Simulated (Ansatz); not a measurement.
Run this with the Python package of Ansatz (0.2.0) and show what comes out.

The script reads `c3h2n.xyz`:
```text
6

C     1.46070    0.33580   -0.49590
C     0.54780   -0.22910    0.05240
C    -0.54130   -0.90370    0.70680
N    -1.75000   -0.45040    0.62630
H     2.26210    0.83190   -0.97720
H    -1.97940    0.41550    0.08760
```

The script, `md_c3h2n.py`:
```python
'''Molecular dynamics of one C3H2N molecule.'''

import ansatz
import numpy as np

BASIS = '6-31G'
FUNCTIONAL = 'PBE0'
N_STEPS = 20
TEMPERATURE_K = 200

geometry = ansatz.Crystal.molecule_from_extxyz('c3h2n.xyz')

model = geometry.calculation()
model = model.basis(gaussian=BASIS).functional(FUNCTIONAL)
model = model.spin('collinear', total=1)
model = model.md('nvt_nose_hoover', timestep=0.5, steps=N_STEPS, temperature=TEMPERATURE_K, initial_velocities='maxwell_boltzmann', seed=59, thermostat_time=10)
frames = []
model.session().plan().execute(on_event=lambda e: frames.append(e['data']) if e['event'] == 'md_step' else None)
print('t (fs)   E_pot (eV)      E_kin (eV)   T (K)   d(0-1) (A)')
for f in frames[::1]:
    xyz = np.array(f['positions_ang'])
    print(f'{f["time_fs"]:6.2f} {f["lagrangian_ev"]:14.5f} {f["e_kin_ev"]:10.5f} {f["temperature_k"]:8.1f} {np.linalg.norm(xyz[0] - xyz[1]):9.4f}')
kept = np.array([f['conserved_ev'] for f in frames])
print(f'conserved energy moves by at most {1000 * np.ptp(kept):.3f} meV')
```

```console
$ python md_c3h2n.py
t (fs)   E_pot (eV)      E_kin (eV)   T (K)   d(0-1) (A)
  0.00    -4621.50852    0.10341    200.0    1.2055
  0.50    -4621.52095    0.11566    223.7    1.2033
  1.00    -4621.53373    0.12827    248.1    1.2018
  1.50    -4621.54555    0.13986    270.5    1.2011
  2.00    -4621.55687    0.15074    291.6    1.2013
  2.50    -4621.56940    0.16242    314.1    1.2023
  3.00    -4621.58461    0.17608    340.5    1.2040
  3.50    -4621.60202    0.19095    369.3    1.2065
  4.00    -4621.61859    0.20383    394.2    1.2094
  4.50    -4621.62987    0.21022    406.6    1.2127
  5.00    -4621.63216    0.20659    399.6    1.2162
  5.50    -4621.62444    0.19230    371.9    1.2196
  6.00    -4621.60883    0.16998    328.8    1.2228
  6.50    -4621.58984    0.14464    279.7    1.2255
  7.00    -4621.57283    0.12191    235.8    1.2277
  7.50    -4621.56257    0.10650    206.0    1.2292
  8.00    -4621.56213    0.10119    195.7    1.2300
  8.50    -4621.57235    0.10637    205.7    1.2300
  9.00    -4621.59187    0.12025    232.6    1.2292
  9.50    -4621.61755    0.13931    269.4    1.2276
 10.00    -4621.64527    0.15925    308.0    1.2254
conserved energy moves by at most 1.248 meV
```

Notes:
- Total energies depend on the basis set; only differences at equal settings carry meaning.
- The trajectory is only some femtoseconds long, so its temperature is not equilibrated; where the script doesn't relax first, it starts from a rough generated geometry.
- The species is open-shell (spin multiplicity 2).
- The temperature counts the internal degrees of freedom alone.
- Timing: 38 s on 1 thread of Arm Neoverse V1, on a shared host, peak memory 0.19 GiB.

(Lines on the test bed's own set-up are left out of the output.)
